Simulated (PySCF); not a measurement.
Species: CH3O3S (doublet state).
Geometry (GFN2-xTB, Å), atoms numbered from 1 in this order:
```
atom  x, y, z in Å
C1     1.182   -0.133   -0.348
S2    -0.466   -0.313    0.190
O3    -1.311   -0.664   -0.909
O4    -0.430   -1.132    1.360
O5    -0.864    1.185    0.638
H6     1.423   -0.417   -1.351
H7     1.937   -0.074    0.408
H8    -1.462    1.557   -0.012
```

The hyperfine couplings belong to this conformer and change with its torsions.

The species is `[CH2]S(=O)(=O)O` [radical].

Level of theory: PySCF, UKS B3LYP, pcH-1 on C H O S, non-relativistic, mean-field spin-orbit, GIAO. One conformer (not necessarily the lowest) at the GFN2-xTB geometry, without solvent, vibrations or thermal averaging. A GFN2-xTB geometry isn't a minimum of the functional, and hyperfine couplings can be far from their values at a DFT geometry. No stability test was run, so a lower SCF solution isn't excluded.

Task: Match the computed a_iso(1H) values -62.8, -57.3, -2.4 MHz with the sites H6; H7; H8.

Result: 
| site | a_iso (MHz) | ρ(0) (bohr⁻³) | position | distance from C1 (Å) | bound to | spin population there | largest \|T\| (MHz) |
| --- | --- | --- | --- | --- | --- | --- | --- |
| H6 | -62.8 | -0.0140 | α, 1 bond from C1 | 1.07 | C1 | +1.02 | 40.3 |
| H7 | -57.3 | -0.0128 | α, 1 bond from C1 | 1.07 | C1 | +1.02 | 40.3 |
| H8 | -2.4 | -0.0005 | γ, 3 bonds from C1 | 3.16 | O5 | +0.03 | 6.0 |

ρ(0) is the spin density at the nucleus and T the dipolar tensor; a_iso includes a spin–orbit part; entries for several nuclei are means. Largest spin populations (Mulliken): C1 (+1.02) and O4 (+0.06). C1 is the only atom above +0.15. The angles at C1 add up to 356.6°, so it is nearly planar; its axial dipolar tensor and the negative couplings of its protons fit spin in a p orbital normal to that plane.

Means are taken over nuclei equivalent by connectivity, which assumes that they swap fast. H6 and H7 aren't averaged: C1 is flat or nearly so (angle sum 357°), and its turn about the short C1–S2 bond (1.74 Å) is taken as slow. The 17O value of -3.8 MHz is a mean of couplings from -6.7 to -0.9 MHz in this one geometry, not an average over conformers.

The run took 18 s (with the writing of density and orbital grids) on Arm Neoverse V2, one thread, no GPU, shared host with 192 logical CPUs at a one-minute load of 32, and the process peaked at 0.58 GiB of memory.
